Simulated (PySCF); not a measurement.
Telling isomers of C$_{4}$H$_{7}$F apart by NMR

All values are calculated (PySCF 2.14.0 with density-fitted response routines): spin–spin couplings from B3LYP/pcJ-1 (spin–dipole term left out of most H,H and C,H couplings), shielding tensors at PBE0/pcSseg-1 (GIAO), PBE0-D3(BJ)/def2-SVP structure. Equivalent nuclei averaged, one computed conformer, no solvent model, non-relativistic.

Scale: 1H and 13C vs TMS (reference shieldings calculated alike). Multiplet labels drop J under 1 Hz and among equivalent protons, and merge close values. Unscaled 3J(H,H) run several per cent high. One-bond C–F couplings are unscaled and too large by tens of Hz. Shifts are as computed. Against solution values, carbons near 30 ppm lie about +2 ppm off and those near 130 ppm about +5 ppm. Of 1211 compounds with measured shifts, 218 miss one by over three times the rms of a fit or turn the order of signals round; such compounds aren't used in these exercises.

(1) Tabulate the signals of `C=C(F)CC`, `CC1(F)CC1`, `CC/C=C\F` and their relative energies.

(2) What is the quickest way to tell C=C(F)CC from CC/C=C\F?

(3) What is the quickest way to tell CC1(F)CC1 from CC/C=C\F?

(4) What is the quickest way to tell C=C(F)CC from CC1(F)CC1?

## Answers

(1) 
| SMILES | carbon types | δC | δH | E rel. (kcal/mol) |
| --- | --- | --- | --- | --- |
| C=C(F)CC | 1×C 2×CH2 1×CH3 | 177.2, 94.2, 29.8, 13.4 | 4.65 (dd, 1H), 4.40 (dd, 1H), 2.05 (dq, 2H), 1.13 (t, 3H) | 0.0 |
| CC1(F)CC1 | 1×C 2×CH2 1×CH3 | 72.8, 22.7, 13.4 | 1.49 (d, 3H), 0.96 (m, 2H), 0.36 (m, 2H) | 5.0 |
| CC/C=C\F | 2×CH 1×CH2 1×CH3 | 155.8, 119.6, 19.5, 16.5 | 6.62 (ddt, 1H), 4.70 (dtd, 1H), 2.15 (quint of d of d, 2H), 1.01 (t, 3H) | 3.3 |

Energies are electronic energies at PBE0/pcSseg-1 on these geometries, without zero-point or thermal terms, each for the one conformer computed, which needn't be the lowest.

(2) Both give the same number of carbon signals, but DEPT or the intensities differ. The first has a fully substituted alkene carbon (C) at 177.2 ppm, the second an alkene CH at 155.8 ppm. In the proton spectra the most deshielded non-exchanging signals are 4.65 (dd, J = 14.2, 1.6 Hz, 1H) and 6.62 (ddt, J = 91.9, 5.9, 1.9 Hz, 1H).

(3) Count the carbon signals: 3 against 4. The first has a three-membered-ring carbon (C) at 72.8 ppm, the second an alkene CH at 155.8 ppm. In the proton spectra the most deshielded non-exchanging signals are 1.49 (d, J = 18.5 Hz, 3H) and 6.62 (ddt, J = 91.9, 5.9, 1.9 Hz, 1H).

(4) Count the carbon signals: 4 against 3. The first has a fully substituted alkene carbon (C) at 177.2 ppm, the second a three-membered-ring carbon (C) at 72.8 ppm. In the proton spectra the most deshielded non-exchanging signals are 4.65 (dd, J = 14.2, 1.6 Hz, 1H) and 1.49 (d, J = 18.5 Hz, 3H).
